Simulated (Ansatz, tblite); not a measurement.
# (CuF)2 ring (Cu2F2): a ladder of methods and basis sets

The task here is to estimate one member of a computed series from the others.

The runs use Ansatz 0.2.0, Gaussian basis; as each input shows.

Levels to be run: GFN1-xTB, GFN2-xTB, PBE-D4/def2-TZVP, r2SCAN-D4/def2-TZVP, LDA/def2-TZVP, B2PLYP/def2-TZVP, PBE-QIDH/def2-TZVP, ωB97X-V/def2-TZVP, LC-ωPBE/def2-TZVP, HF/def2-TZVP, HSE06-D4/def2-TZVP, PBE-D4/def2-SVP, PBE0-D4/def2-SVP, HF/6-31G, B3LYP-D4/6-31G, PBE0-D4/def2-TZVPD, PBE-D4/def2-TZVPD, r2SCAN-D4/def2-TZVPD, CCSD(T)/def2-TZVPP, MP2/def2-TZVP, RPA/def2-TZVP.

## The relaxed structure

The geometry is that of the singlet, from an earlier relaxation (PBE0-D4/def2-SVP).

4 atoms, charge 0, spin multiplicity 1.

Bond lengths: Cu1–F2 1.959 Å, Cu1–F4 1.960 Å, F2–Cu3 1.959 Å, Cu3–F4 1.959 Å. Angles: F2–Cu1–F4 105.6°, Cu1–F2–Cu3 74.4°, F2–Cu3–F4 105.6°, Cu1–F4–Cu3 74.4°.

No spin-orbit coupling is included.

PBE0-D4/def2-TZVP was run before; its log isn't repeated, and its numbers join the tables.

The first run:

Tight binding, by tblite at 300 K electronic temperature and without a spin-polarisation term:

```python
tblite.interface.Calculator('GFN1-xTB', numbers, positions, charge=0, uhf=0).singlepoint()
```

Tight binding, by tblite at 300 K electronic temperature and without a spin-polarisation term:

```python
tblite.interface.Calculator('GFN2-xTB', numbers, positions, charge=0, uhf=0).singlepoint()
```

start.molden holds the orbitals of an earlier run on this state, given as this run's starting guess.

Input file in.yaml:

```yaml
crystal:
  periodic: [false, false, false]
  atoms:
    - {symbol: Cu, position_ang: [-0.013375, -1.111670, 0.410714]}
    - {symbol: F, position_ang: [-1.165715, 0.371794, 0.968411]}
    - {symbol: Cu, position_ang: [0.013376, 1.111659, -0.410712]}
    - {symbol: F, position_ang: [1.165714, -0.371784, -0.968413]}
basis:
  gaussian: {orbitals: def2-TZVP, initial_orbitals: start.molden}
hamiltonian: {xc: pbe, dispersion: d4}
scf: {omitted_lower_state_checks: [starts]}
output: {orbitals: {seedname: orbitals}}
```

Run with:

```console
$ ansatz run in.yaml --threads 4 --pin off --events-out ev --progress --plain --max-ram 3916MiB
```

Among the steps run: PBE-D4/def2-TZVP; r2SCAN-D4/def2-TZVP; LDA/def2-TZVP; B2PLYP/def2-TZVP; PBE-QIDH/def2-TZVP; ωB97X-V/def2-TZVP; LC-ωPBE/def2-TZVP; HF/def2-TZVP; HSE06-D4/def2-TZVP; PBE-D4/def2-SVP; PBE0-D4/def2-SVP; HF/6-31G; B3LYP-D4/6-31G; PBE0-D4/def2-TZVPD; PBE-D4/def2-TZVPD; r2SCAN-D4/def2-TZVPD; CCSD(T)/def2-TZVPP; MP2/def2-TZVP; RPA/def2-TZVP.

One of the session's tables, all rows but one given; the rest of the session is left out.

```
               level  HOMO (eV)  LUMO (eV)  gap (eV)
            HF/6-31G      -9.94       0.92     10.85
        HF/def2-TZVP     -11.67       0.76     12.43
       LDA/def2-TZVP      -5.20      -3.71      1.49
     PBE-D4/def2-SVP          ?          ?         ?
    PBE-D4/def2-TZVP      -4.86      -3.41      1.45
   PBE-D4/def2-TZVPD      -4.91      -3.47      1.44
 r2SCAN-D4/def2-TZVP      -4.89      -3.05      1.85
r2SCAN-D4/def2-TZVPD      -4.92      -3.10      1.83
      B3LYP-D4/6-31G      -5.08      -2.47      2.62
    PBE0-D4/def2-SVP      -5.82      -1.73      4.09
   PBE0-D4/def2-TZVP      -6.63      -2.25      4.38
  PBE0-D4/def2-TZVPD      -6.66      -2.32      4.34
  HSE06-D4/def2-TZVP      -6.21      -2.62      3.59
   LC-ωPBE/def2-TZVP      -9.39      -0.05      9.34
   ωB97X-V/def2-TZVP      -9.16      -0.22      8.94
```

**Question.** Estimate the row for PBE-D4/def2-SVP.

The run gave: HOMO (eV): -3.96; LUMO (eV): -2.83; gap (eV): 1.13. In the column «HOMO (eV)» it is the highest.
